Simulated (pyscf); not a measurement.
cyclic H₄N₂Si (SMILES N1N[SiH2]1) + H₂ → H₂N–NH–SiH₃, a concerted two-bond exchange (singlet surface; N–Si, H–H broken, H–N, H–Si formed). Structures and frequencies: ωB97X-D3(BJ)/def2-SVP in PySCF. Energies in kcal/mol from the separated reactants.

Small-basis levels: PySCF, no dispersion term, spherical d functions. 

Question: In single points HF/3-21G puts the saddle at 47.9 kcal/mol and the reaction energy at -54.3 kcal/mol. Should these be trusted to within a few kcal/mol? Compare with ωB97M-D3(BJ)/def2-TZVP.

Answer: ωB97M-D3(BJ)/def2-TZVP gives ΔE‡ = 34.7 kcal/mol and ΔE = -37.0 kcal/mol. HF/3-21G lies 13.3 kcal/mol over it in the barrier and 17.3 kcal/mol under it in the reaction energy, so on this step it does not hold to within 3.0 kcal/mol. ωB97M-D3(BJ)/def2-TZVP has limits of its own. At the saddle there is also a short H–Si contact that neither side keeps. cyclic H₄N₂Si (SMILES N1N[SiH2]1) lies 63.0 kcal/mol over its isomer H₂N–Si:–NH₂ [singlet] (electronic energy, ωB97M-D3(BJ)/def2-TZVP). H₂N–NH–SiH₃ lies 57.4 kcal/mol over its isomer H₂N–SiH₂–NH₂ (electronic energy, ωB97M-D3(BJ)/def2-TZVP). One saddle was located; it need not be the lowest between these sides.
